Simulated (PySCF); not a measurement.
Relaxation of doublet AlCl₂

Method: UPBE0 in PySCF with Al def2-TZVP, Cl def2-TZVP; no relativity; density-fitted integrals. A (50,194) grid was used.

A hand-made linear start, of D∞h symmetry, held to at least that symmetry:

```xyz
3
charge 0 multiplicity 2, angstrom
Al    0.0000    0.0000    0.0000
Cl    0.0000    0.0000    2.2500
Cl    0.0000    0.0000   -2.2500
```

Optimiser trace:
```json
{"step": "0", "E − E(last) (kJ/mol)": "10.51", "largest gradient (Eh/bohr)": "0.01978"}
{"step": "1", "E − E(last) (kJ/mol)": "1.69", "largest gradient (Eh/bohr)": "0.00863"}
{"step": "2", "E − E(last) (kJ/mol)": "0.08", "largest gradient (Eh/bohr)": "0.00204"}
{"step": "3", "E − E(last) (kJ/mol)": "0.00", "largest gradient (Eh/bohr)": "0.00016"}
{"step": "4", "E − E(last) (kJ/mol)": "0.00", "largest gradient (Eh/bohr)": "0.00000"}
```

It ends at D∞h with Al–Cl 2.150 Å (×2); Cl–Al–Cl 180.0°. A frequency run shows 2 imaginary modes (one degenerate set), down to 239i cm⁻¹, so it is a higher-order saddle point. Other isomers or separated fragments may lie lower.

Final geometry:
Coordinates in bohr (charge 0 multiplicity 2):
```
Al    0.0000    0.0000    0.0000
Cl    0.0000    0.0000    4.0629
Cl    0.0000    0.0000   -4.0629
```

The relaxation took 12 s on 4 threads of a shared Intel Xeon Platinum 8259CL @ 2.50GHz (Skylake/Cascade Lake) host, with 111 basis functions and 5 gradients; the process peaked at 0.53 GiB.
